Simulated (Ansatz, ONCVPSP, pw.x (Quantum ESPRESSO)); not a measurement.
## Equation-of-state test of one ONCV potential (cerium (Ce))

| Item | Value |
| --- | --- |
| Element | Ce (Z = 58) |
| Generator | ONCVPSP 4.0.1.1 (patched build) |
| Type | optimised norm-conserving Vanderbilt (ONCV) |
| Functional | PBE |
| Relativity | scalar-relativistic |
| Frozen core | [Kr] 4d10 |
| Valence charge | 12 |
| Reference configuration | 4f1 5s2 5p6 5d1 6s2 |
| Partial waves | 5s+6s: rc 2.45 bohr, ncon 3, nbas 8, qcut 6.5 1/bohr, 2 projectors; 5p: rc 2.00 bohr, ncon 4, nbas 7, qcut 3.3 1/bohr, 2 projectors, debl 3.3 Ha; 5d: rc 3.85 bohr, ncon 4, nbas 9, qcut 3.4 1/bohr, 3 projectors, debl 1.9 Ha; 4f: rc 1.30 bohr, ncon 3, nbas 8, qcut 11.6 1/bohr, 2 projectors, debl 2.4 Ha |
| Local potential | polynomial inside 0.90 bohr (lpopt 5, dvloc0 6 Ha) |
| Core correction | polynomial model core, fcfact 0.2 |

Atomic tests: cutoffs needed: 60 Ha and 67 Ha (the cutoffs (Ha) at which the residual kinetic energy of the hardest occupied pseudo-wave falls to 1 and 0.1 mHa per electron); ghost test: ghosts flagged at negative energy: s at -272.8 eV; GHOST(+) flagged for d at 3.7 eV, p at 39.5 eV; a true bound ghost makes a file unfit for plane-wave use; configuration tests: 1 of 4 tests not solved or not reliable.

Crystal test: fcc Ce in pw.x 7.5, no spin, 12³ k-points, Fermi–Dirac smearing 0.01 Ry, cutoffs 155/620 Ry. The reference is all-electron LAPW (Ansatz 0.2.0) with the same functional, mesh and smearing; V0 and B0 come from Birch–Murnaghan fits to the pressures at five volumes. Errors are pseudo minus all-electron; Δ is the rms difference of the E(V) curves that follow from these fits, minima aligned, over ±6 % about the mean V0. Mesh and smearing are coarse, so the numbers serve the comparison and aren't converged zero-temperature values; the lattice is a test structure that the element need not adopt. Spin polarisation and strong correlation are left out, which matters for this element.

All-electron: a0 = 4.776 Å (V0 = 27.24 Å³/atom), B0 = 32.0 GPa.

Question: How far does the potential miss the all-electron equation of state?

Answer: mean pressure error (GPa): +6.84. The pressure does not cross zero within the volumes sampled, so no fit is given. The largest radius (3.85 bohr) exceeds half the bond length (3.19 bohr), so the spheres overlap, which is one possible source of error among others. This is a poor potential for the solid. The generator flags a localised state at positive energy (d at 4 eV, p at 40 eV). Note: ghosts flagged at negative energy: s at -272.8 eV; GHOST(+) flagged for d at 3.7 eV, p at 39.5 eV. A true bound ghost makes a file unfit for plane-wave use. Atomic configuration tests: 1 of 4 tests not solved or not reliable.

| V (Å³/atom) | P all-electron (GPa) | P pseudo (GPa) |
| --- | --- | --- |
| 25.761 | 2.03 | 8.18 |
| 26.439 | 1.02 | 7.56 |
| 27.117 | 0.15 | 7.03 |
| 27.795 | -0.61 | 6.56 |
| 28.473 | -1.28 | 6.19 |

Question: At the middle volume, how do free energy and pressure move when the wave cutoff is lowered (ecutrho kept at four times it)?

Answer:

| cutoff (Ry) | shift of F (meV/atom) | shift of P (GPa) |
| --- | --- | --- |
| 70 | +10926.0 | -217.98 |
| 93 | +2110.4 | -51.51 |
| 124 | +259.0 | -6.83 |

The run at the middle volume (72 k-points, 10 iterations) took about 6.3 min on one core of a shared host (Neoverse-N1, 64 threads, 124 GiB, load 53).
